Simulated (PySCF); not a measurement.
**Computed and reference excited states of pyrrole (`c1cc[nH]c1`)**

Published values to compare with (the computed states carry no symmetry labels, so the two lists aren't matched line by line):

| state | E (eV) | f | kind of transition | source |
| --- | --- | --- | --- | --- |
| 3B2(π→π*) | 4.21 |  | band maximum or as reported | [1] |
| 3B2(π→π*) | 4.48 |  | vertical absorption | [2] |
| 3B2(π→π*) | 4.51 |  | vertical absorption | [3] |
| 3A2(π→3s) | 5.10 |  | band maximum or as reported | [1] |
| 3A2(π→3s) | 5.21 |  | vertical absorption | [3] |
| 1A2(π→3s) | 5.22 |  | band maximum or as reported | [1] |
| 1A2(π→3s) | 5.23 |  | vertical absorption | [4] |
| 1A2(π→3s) | 5.24 |  | vertical absorption | [3] |
| 3A1(π→π*) | 5.45 |  | vertical absorption | [3] |
| 3A1(π→π*) | 5.51 |  | vertical absorption | [2] |
| 1A2(π→3p) | 5.87 |  | band maximum or as reported | [1] |
| 3B1(π→3p) | 5.91 |  | vertical absorption | [3] |
| 1B1(n.d.) | 5.97 |  | vertical absorption | [4] |
| 1B2(π→π*) | 5.98 |  | band maximum or as reported | [1] |
| 1B1(π→3p) | 6.00 | 0.015 | vertical absorption | [3] |
| 1A2(π→3p) | 6.00 |  | vertical absorption | [3] |
| 1A2(π→3p) | 6.01 |  | vertical absorption | [4] |
| 1B1(n.d.) | 6.09 |  | vertical absorption | [4] |
| 1B2(π→π*) | 6.24 |  | vertical absorption | [4] |
| 1B2(π→π*) | 6.26 | 0.164 | vertical absorption | [3] |
| 1A1(π→π*) | 6.27 |  | vertical absorption | [4] |
| 1A1(π→π*) | 6.30 | 0.001 | vertical absorption | [3] |
| 1A1(π→π*) | 6.41 |  | vertical absorption | [2] |
| 1B2(π→π*) | 6.71 |  | vertical absorption | [2] |
| 1B2(π→3p) | 6.82 |  | vertical absorption | [4] |
| 1B2(π→3p) | 6.83 | 0.003 | vertical absorption | [3] |
| 1A1(π→π*) | 8.17 |  | vertical absorption | [2] |

[1] measured, gas; Loos, Lipparini, Boggio-Pasqua, Scemama, Jacquemin (2019), arXiv:1912.04173, literature columns
[2] computed, CC3/TZVP, gas; arXiv:2401.06101 (2024), CC3 reference column of Thiel's set
[3] computed, theoretical best estimate (aug-cc-pVTZ, frozen core, CC3 geometry), gas; Veril, Scemama, Caffarel, Lipparini, Boggio-Pasqua, Jacquemin, Loos, WIREs Comput. Mol. Sci. 2021, 11, e1517 (QUESTDB)
[4] computed, theoretical best estimate (aug-cc-pVTZ), revised with CC4, gas; Loos, Lipparini, Matthews, Blondel, Jacquemin, revising reference values with EOM-CC4 (2022), arXiv:2204.11658

Compound: pyrrole, C₄H₅N.
Atom-mapped SMILES: `[cH:1]1[cH:2][cH:3][nH:4][cH:5]1` (hydrogens: H6 on C1; H7 on C2; H8 on C3; H9 on N4; H10 on C5)

Theory: TDDFT B3LYP/def2-SVPD, vertical, gas phase, core orbitals frozen in the response (PySCF 2.14.0, density-fitted response routines). Geometry: GFN2-xTB; no solvent, vibrations or thermal averaging.

Computed singlets: 5.46 eV (f 0.000); 6.36 eV (f 0.003); 6.47 eV (f 0.000); 6.50 eV (f 0.035); 6.53 eV (f 0.167); 6.65 eV (f 0.001); 7.15 eV (f 0.000); 7.19 eV (f 0.015). Computed triplets (Tamm–Dancoff): 4.45, 5.42, 5.50 eV.

**Question.** How does the lowest computed singlet compare with the best estimate listed for the lowest singlet (vertical absorption)?

**Answer.** 5.46 eV against 5.23 eV for 1A2(π→3s) [4]: a difference of +0.23 eV. Geometry and basis of the two calculations needn't be the same.

**Question.** How does the lowest computed triplet compare with the best estimate listed for the lowest triplet (vertical absorption)?

**Answer.** 4.45 eV against 4.51 eV for 3B2(π→π*) [3]: a difference of -0.06 eV. Geometry and basis of the two calculations needn't be the same.

n.d. means that the source names no orbital transition; it classes the state at 5.97 eV as Rydberg and the state at 6.09 eV as Rydberg. Note on [4]: revises the 2021 QUESTDB value.

A measured band maximum holds vibronic effects and, in solution, solvent shifts, so it needn't equal the vertical energy.
